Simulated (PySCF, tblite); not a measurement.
Complex of chlorine monofluoride and ammonia

A gas-phase complex of chlorine monofluoride and ammonia; neutral, singlet. The structure comes from a short search (6 tight-binding starts) and was relaxed by PBE0-D3(BJ)/def2-TZVPD; another way of binding may lie lower. Frequencies by PBE0-D3(BJ)/def2-TZVPD show no clear imaginary mode.

| part | name | SMILES | atoms | charge | multiplicity |
| --- | --- | --- | --- | --- | --- |
| 1 | chlorine monofluoride | FCl | 1–2 | 0 | 1 |
| 2 | ammonia | N | 3–6 | 0 | 1 |

```tsv
atom	part	x (Å)	y (Å)	z (Å)
Cl1	1	0.865	0.319	-0.805
F2	1	0.100	-0.421	0.524
N3	2	1.855	1.283	-2.530
H4	2	1.184	1.397	-3.278
H5	2	2.208	2.189	-2.251
H6	2	2.621	0.703	-2.846
```

| contact | kind (by geometry) | distance (Å) | angle (°) |
| --- | --- | --- | --- |
| Cl1···N3 | short halogen bond | 2.211 | 180 |

Interaction energies are complex less parts, with the parts frozen as they stand in it; counterpoise-corrected, in kcal/mol (PySCF). The CCSD(T) estimate is Hartree-Fock/aug-cc-pVQZ, plus the MP2 correlation part extrapolated as X⁻³ from aug-cc-pVTZ and aug-cc-pVQZ, plus CCSD(T) less MP2 in aug-cc-pVDZ; noble-gas cores are frozen. It isn't the exact limit.

How strongly do the parts interact, level by level?


| level | interaction | superposition error removed |
| --- | --- | --- |
| Hartree-Fock/aug-cc-pVQZ | -4.69 | - |
| wB97M-D3(BJ)/def2-TZVPD | -12.08 | -0.37 |
| PBE0-D3(BJ)/def2-TZVPD | -16.61 | -0.37 |
| MP2/aug-cc-pVQZ | -13.30 | -0.48 |
| CCSD(T), estimated basis limit | -11.56 | - |

What holds them together? Decompose the wB97M-D3(BJ)/def2-TZVPD energy: frozen parts, their antisymmetrised product, then relaxation.

electrostatic -42.6, Pauli repulsion +64.7, orbital relaxation -33.3, dispersion correction -1.2 kcal/mol, which sum to the value before the counterpoise correction; the Pauli term holds the exchange-correlation of the frozen density too. Of the attraction, 55 % is electrostatic, 43 % is orbital relaxation, 2 % is dispersion correction.

The parts were also relaxed and run alone, at the levels used for the complex: shieldings by PBE0/pcSseg-2; core levels by delta-SCF with SCAN, pcX-2 on the ionised atom and pcseg-1 elsewhere, spin-free X2C (2p3/2 is the spin-free 2p value less a third of a first-order spin-orbit splitting).

Values alone: F2–Cl1 bond (Å): 1.619; shielding of Cl1 (ppm): -496.4; shielding of N3 (ppm): 263.7; shielding of F2 (ppm): 678.1; Cl1 2p3/2 core level (eV): 209.41; F2 1s core level (eV): 694.37; N3 1s core level (eV): 405.54.

How do these values change when the complex forms?


```tsv
property	alone	in the complex	change
F2–Cl1 bond (Å)	1.619	1.702	+0.083
shielding of Cl1 (ppm)	-496.4	39.9	+536.2
shielding of N3 (ppm)	263.7	230.4	-33.3
shielding of F2 (ppm)	678.1	373.9	-304.2
Cl1 2p3/2 core level (eV)	209.41	206.82	-2.60
F2 1s core level (eV)	694.37	690.28	-4.10
N3 1s core level (eV)	405.54	406.97	+1.43
```

What are the binding energy from relaxed parts (wB97M-D3(BJ)/def2-TZVPD), and ΔH and ΔG of association at 298.15 K and 1 atm?

-10.12 kcal/mol, -7.76 with zero-point energy; ΔH -8.6 and ΔG +0.9 kcal/mol, from harmonic vibrations by PBE0-D3(BJ)/def2-TZVPD with low modes damped.

The 6 runs behind this took 7.1 min in all, one thread each of Intel Xeon Platinum 8259CL on a shared host, launched as `OMP_NUM_THREADS=1 python cluster_run.py task.json out`.
